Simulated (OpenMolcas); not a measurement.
**BHCl2 (SMILES ClBCl): a chain of runs**

Wanted: the energy (UHF/STO-3G), then a single-point energy (CASSCF(2,2)/STO-3G), then a single-point energy (CASPT2(2,2)/STO-3G), then the energy (SC-NEVPT2(2,2)/STO-3G), then the energy (MRCI(2,2)/STO-3G) of BHCl2. 

The results are computed with OpenMolcas 26.06.

3 further runs of the same task are left out: 2 that didn't finish, 1 set aside as unsound or not needed.

**1. Starting point**

BHCl2: 4 atoms, total charge 0, spin state singlet. SMILES: `ClBCl`. The Cl1–B2 distance was set to 3.402 Å, away from the relaxed value. At this shape a bond of the SMILES string is far longer than usual.

Bond lengths: B2–Cl3 1.701 Å, B2–H4 1.174 Å. Angles: Cl3–B2–H4 119.8°.

**2. A single-point energy at UHF/STO-3G (run 1)**

step1.inp reads:

```
* BCl2H Hartree-Fock
&GATEWAY
BasLib=$CurrDir
Coord
4
angstrom
Cl      -3.004500      -1.455861       0.023071
B        0.010160       0.117640      -0.055190
Cl       1.368780      -0.598620       0.674810
H        0.118210       1.150080      -0.603560
Basis=STO-3G
Group=NoSym
&SEWARD
&SCF
UHF
Scramble=0.25
PrOrbitals=1 1
```

The basis set STO-3G is read from a file made from the Basis Set Exchange's data (not shown).

Command:

```sh
export MOLCAS_MEM=1860
pymolcas step1.inp > step1.log
```

Output:

```text
--- Start Module: gateway ---
[...]
--- Stop Module: gateway /rc=_RC_ALL_IS_WELL_ ---
--- Start Module: seward ---
[...]
      Basis functions           24
--- Stop Module: seward /rc=_RC_ALL_IS_WELL_ ---
--- Start Module: scf ---
[...]
       Convergence after  24 Iterations
[...]
::    Total SCF energy                               -934.0145848572
[...]
      Total spin, S                                     0.6191693122
[...]
      Total electronic charge=   40.000000
      Total            charge=   -0.000000
[...]
      Dipole Moment (debye):
      Origin of the operator (angstrom)=   -0.6951   -0.8467    0.2829
                   X= -1.2382E+00               Y=  5.0067E-01               Z= -5.8273E-01           Total=  1.4572E+00
      Quadrupole Moment (debye*angstrom):
[...]
--- Stop Module: scf /rc=_RC_ALL_IS_WELL_ ---
[...]
```

Wall time 1.7 s (1 thread of Arm Neoverse V2, shared host); peak memory 0.37 GiB.

**3. The energy at CASSCF(2,2)/STO-3G (run 2)**

step2.input reads:

```
* BCl2H CASSCF
>>> EXPORT MOLCAS_PRINT=2

&gateway
 baslib
 $CurrDir
 coord
 4
 angstrom
 Cl      -3.004500      -1.455861       0.023071
 B        0.010160       0.117640      -0.055190
 Cl       1.368780      -0.598620       0.674810
 H        0.118210       1.150080      -0.603560
 basis
 STO-3G
 group
 NoSym

&seward

&rasscf
 fileorb
 $CurrDir/step1.UnaOrb
 spin
 1
 nactel
 2 0 0
 inactive
 19
 ras2
 2
 orblisting
 Nothing
```

The basis set STO-3G is read from a file made from the Basis Set Exchange's data (not shown).

Command:

```sh
export MOLCAS_MEM=1860
pymolcas step2.input > step2.log
```

Output:

```text
--- Start Module: gateway ---
[...]
--- Stop Module: gateway /rc=_RC_ALL_IS_WELL_ ---
--- Start Module: seward ---
[...]
      Basis functions           24
--- Stop Module: seward /rc=_RC_ALL_IS_WELL_ ---
--- Start Module: rasscf ---
[...]
      Number of active orbitals                  2
[...]
      Spin quantum number                      0.0
[...]
      Active orbitals                            2
[...]
      Number of CSFs                             3
[...]
      Number of root(s) required                 1
[...]
      Convergence after 32 iterations
[...]
      printout of CI-coefficients larger than  0.05 for root  1
      energy=    -934.020366
      conf/sym  11     Coeff  Weight
             1  20  -0.80715 0.65150
             3  02   0.59034 0.34850
      Natural orbitals and occupation numbers for root  1
      sym 1:   1.302998   0.697002
      ************************************************************************************************************************
      *                                                    Final results                                                     *
[...]
::    RASSCF root number  1 Total energy:   -934.02036602
[...]
      Total electronic charge=   40.000000
      Total            charge=   -0.000000
[...]
      Dipole Moment (debye):
      Origin of the operator (angstrom)=   -0.6951   -0.8467    0.2829
                   X= -8.2905E-01               Y=  6.7020E-01               Z= -5.6642E-01           Total=  1.2072E+00
      Quadrupole Moment (debye*angstrom):
[...]
--- Stop Module: rasscf /rc=_RC_ALL_IS_WELL_ ---
[...]
```

It took 1.8 s on 1 thread of Arm Neoverse V2, shared host; peak memory 0.37 GiB.

**4. The energy at CASPT2(2,2)/STO-3G (run 3)**

step3.inp reads:

```
&GATEWAY
BasLib
$CurrDir
Coord
4
angstrom
Cl      -3.004500      -1.455861       0.023071
B        0.010160       0.117640      -0.055190
Cl       1.368780      -0.598620       0.674810
H        0.118210       1.150080      -0.603560
Basis
STO-3G
Group
NoSym
&SEWARD
&RASSCF
FileOrb
$CurrDir/step2.RasOrb
Spin
1
Nactel
2 0 0
Inactive
19
Ras2
2
OrbListing
Nothing
&CASPT2
Imaginary
0.1
Frozen
11
```

The basis set STO-3G is read from a file made from the Basis Set Exchange's data (not shown).

Command:

```sh
export MOLCAS_MEM=1860
pymolcas step3.inp > step3.log
```

Output:

```text
--- Start Module: gateway ---
[...]
--- Stop Module: gateway /rc=_RC_ALL_IS_WELL_ ---
[...]
      Basis functions           24
[...]
--- Start Module: rasscf ---
[...]
      Number of active orbitals                  2
[...]
      Spin quantum number                      0.0
[...]
      Active orbitals                            2
[...]
      Number of CSFs                             3
[...]
      Number of root(s) required                 1
[...]
      Convergence after  4 iterations
[...]
      printout of CI-coefficients larger than  0.05 for root  1
      energy=    -934.020366
      conf/sym  11     Coeff  Weight
             1  20  -0.80715 0.65150
             3  02   0.59034 0.34850
      Natural orbitals and occupation numbers for root  1
      sym 1:   1.302998   0.697002
      ************************************************************************************************************************
      *                                                    Final results                                                     *
[...]
::    RASSCF root number  1 Total energy:   -934.02036602
[...]
      Total electronic charge=   40.000000
      Total            charge=   -0.000000
[...]
      Dipole Moment (debye):
      Origin of the operator (angstrom)=   -0.6951   -0.8467    0.2829
                   X= -8.2905E-01               Y=  6.7020E-01               Z= -5.6642E-01           Total=  1.2072E+00
      Quadrupole Moment (debye*angstrom):
[...]
--- Stop Module: rasscf /rc=_RC_ALL_IS_WELL_ ---
--- Start Module: caspt2 ---
[...]
 ###    WARNING: User changed nr of frozen orbitals.                         ###
 ###############################################################################
[...]
      E2 (Variational):          -0.0335813201
      Total energy:            -934.0539473386
[...]
      Reference weight:           0.98266
[...]
::    CASPT2 Root  1     Total energy:   -934.05394734
[...]
--- Stop Module: caspt2 /rc=_RC_ALL_IS_WELL_ ---
[...]
```

It took 1.4 s on 1 thread of Arm Neoverse V2, shared host; peak memory 0.37 GiB.

**5. A single-point energy at SC-NEVPT2(2,2)/STO-3G (run 4)**

step4.inp reads:

```
>>> EXPORT MOLCAS_PRINT=2
&gateway
baslib=$CurrDir
coord
4
angstrom
Cl      -3.004500      -1.455861       0.023071
B        0.010160       0.117640      -0.055190
Cl       1.368780      -0.598620       0.674810
H        0.118210       1.150080      -0.603560
basis=STO-3G
group=NoSym
&seward
&rasscf
fileorb=$CurrDir/step2.RasOrb
spin=1
nactel=2 0 0
inactive=19
ras2=2
orblisting=Nothing
&caspt2
sc-nevpt2
frozen=11
```

The basis set STO-3G is read from a file made from the Basis Set Exchange's data (not shown).

Command:

```sh
export MOLCAS_MEM=1860
pymolcas step4.inp > step4.log
```

Output:

```text
--- Start Module: gateway ---
[...]
--- Stop Module: gateway /rc=_RC_ALL_IS_WELL_ ---
[...]
      Basis functions           24
[...]
--- Start Module: rasscf ---
[...]
      Number of active orbitals                  2
[...]
      Spin quantum number                      0.0
[...]
      Active orbitals                            2
[...]
      Number of CSFs                             3
[...]
      Number of root(s) required                 1
[...]
      Convergence after  4 iterations
[...]
      printout of CI-coefficients larger than  0.05 for root  1
      energy=    -934.020366
      conf/sym  11     Coeff  Weight
             1  20  -0.80715 0.65150
             3  02   0.59034 0.34850
      Natural orbitals and occupation numbers for root  1
      sym 1:   1.302998   0.697002
      ************************************************************************************************************************
      *                                                    Final results                                                     *
[...]
::    RASSCF root number  1 Total energy:   -934.02036602
[...]
      Total electronic charge=   40.000000
      Total            charge=   -0.000000
[...]
      Dipole Moment (debye):
      Origin of the operator (angstrom)=   -0.6951   -0.8467    0.2829
                   X= -8.2905E-01               Y=  6.7020E-01               Z= -5.6642E-01           Total=  1.2072E+00
      Quadrupole Moment (debye*angstrom):
[...]
--- Stop Module: rasscf /rc=_RC_ALL_IS_WELL_ ---
--- Start Module: caspt2 ---
[...]
 ###    WARNING: User changed nr of frozen orbitals.                         ###
 ###############################################################################
[...]
      E2 (Variational):          -0.0328557236
[...]
      E2 (Variational):          -0.0328261227
      Total energy:            -934.0531921412
[...]
      Reference weight:           0.98347
[...]
::    SC-NEVPT2 Root  1     Total energy:   -934.05319214
[...]
--- Stop Module: caspt2 /rc=_RC_ALL_IS_WELL_ ---
[...]
```

Wall time 1.4 s (1 thread of Arm Neoverse V2, shared host); peak memory 0.37 GiB.

**6. A single-point energy at MRCI(2,2)/STO-3G (run 5)**

step5.input reads:

```
* BCl2H MRCI
&GATEWAY
BASLIB = $CurrDir
COORD
4
angstrom
Cl      -3.004500      -1.455861       0.023071
B        0.010160       0.117640      -0.055190
Cl       1.368780      -0.598620       0.674810
H        0.118210       1.150080      -0.603560
BASIS = STO-3G
GROUP = NoSym
&SEWARD
&RASSCF
FILEORB = $CurrDir/step2.RasOrb
SPIN = 1
NACTEL = 2 0 0
INACTIVE = 19
RAS2 = 2
ORBLISTING = Nothing
&MOTRA
LUMORB
FROZEN = 11
&GUGA
ELECTRONS = 18
SPIN = 1
INACTIVE = 8
ACTIVE = 2
CIALL = 1
&MRCI
SDCI
```

The basis set STO-3G is read from a file made from the Basis Set Exchange's data (not shown).

Command:

```sh
export MOLCAS_MEM=1860
pymolcas step5.input > step5.log
```

Output:

```text
--- Start Module: gateway ---
[...]
--- Stop Module: gateway /rc=_RC_ALL_IS_WELL_ ---
[...]
      Basis functions           24
[...]
      Number of active orbitals                  2
[...]
      Spin quantum number                      0.0
[...]
      Active orbitals                            2
[...]
      Number of CSFs                             3
[...]
      Number of root(s) required                 1
[...]
      Convergence after  4 iterations
[...]
      printout of CI-coefficients larger than  0.05 for root  1
      energy=    -934.020366
      conf/sym  11     Coeff  Weight
             1  20  -0.80715 0.65150
             3  02   0.59034 0.34850
      Natural orbitals and occupation numbers for root  1
      sym 1:   1.302998   0.697002
      ************************************************************************************************************************
      *                                                    Final results                                                     *
[...]
::    RASSCF root number  1 Total energy:   -934.02036602
[...]
      Dipole Moment (debye):
      Origin of the operator (angstrom)=   -0.6951   -0.8467    0.2829
                   X= -8.2905E-01               Y=  6.7020E-01               Z= -5.6642E-01           Total=  1.2072E+00
      Quadrupole Moment (debye*angstrom):
[...]
      *** WARNING: Default frozen orbitals is overwritten by user input.
      *** Default values:  11
[...]
--- Start Module: guga ---
[...]
--- Stop Module: guga /rc=_RC_ALL_IS_WELL_ ---
--- Start Module: mrci ---
[...]
       (But an ACPF correction will be computed)
       USE THE DEFAULT ACPF G-VALUE GFAC=  0.11111111111111110
[...]
                      CI ENERGY:  -934.06479330
[...]
                ACPF CORRECTION:    -0.00145899
[...]
      Total electronic charge=   40.000000
      Total            charge=   -0.000000
[...]
     ACPF CORRECTION:     -0.00145899
[...]
  CI State   1     Total energy:   -934.06479330     QDav:     -0.00164813     QACPF:     -0.00145899
[...]
--- Stop Module: mrci /rc=_RC_ALL_IS_WELL_ ---
[...]
```

It took 1.6 s on 1 thread of Arm Neoverse V2, shared host; peak memory 0.37 GiB.

**7. Results**

| quantity | value |
| --- | --- |
| run 1, UHF/STO-3G: total energy | -934.01458 Eh |
| run 1, UHF/STO-3G: dipole moment | 1.46 D |
| run 1, UHF/STO-3G: HOMO energy | -8.20 eV |
| run 1, UHF/STO-3G: LUMO energy | 1.51 eV |
| run 1, UHF/STO-3G: HOMO–LUMO gap | 9.71 eV |
| run 1, UHF/STO-3G: ⟨S²⟩ | 1.003 |
| run 2, CASSCF(2,2)/STO-3G: total energy | -934.02037 Eh |
| run 2, CASSCF(2,2)/STO-3G: dipole moment (CASSCF density) | 1.21 D |
| run 3, CASPT2(2,2)/STO-3G: total energy | -934.05395 Eh |
| run 3, CASPT2(2,2)/STO-3G: dipole moment (CASSCF density) | 1.21 D |
| run 4, SC-NEVPT2(2,2)/STO-3G: total energy | -934.05319 Eh |
| run 4, SC-NEVPT2(2,2)/STO-3G: dipole moment (CASSCF density) | 1.21 D |
| run 5, MRCI(2,2)/STO-3G: total energy | -934.06479 Eh |
| run 5, MRCI(2,2)/STO-3G: dipole moment (CASSCF density) | 1.21 D |

⟨S²⟩ (run 1, UHF/STO-3G) is 1.00 where a pure singlet has 0.00: the reference is spin-contaminated. The run (run 1, UHF/STO-3G) may have ended on a state above the lowest. Mulliken charges (run 1, UHF/STO-3G) run from -0.22 on Cl3 to +0.26 on B2. Mulliken charges (run 3, CASPT2(2,2)/STO-3G) of the CASSCF density run from -0.21 on Cl3 to +0.27 on B2. Mulliken charges (run 4, SC-NEVPT2(2,2)/STO-3G) of the CASSCF density run from -0.21 on Cl3 to +0.27 on B2; they depend strongly on the basis. Mulliken charges (run 5, MRCI(2,2)/STO-3G) of the CASSCF density run from -0.21 on Cl3 to +0.27 on B2; they depend strongly on the basis.
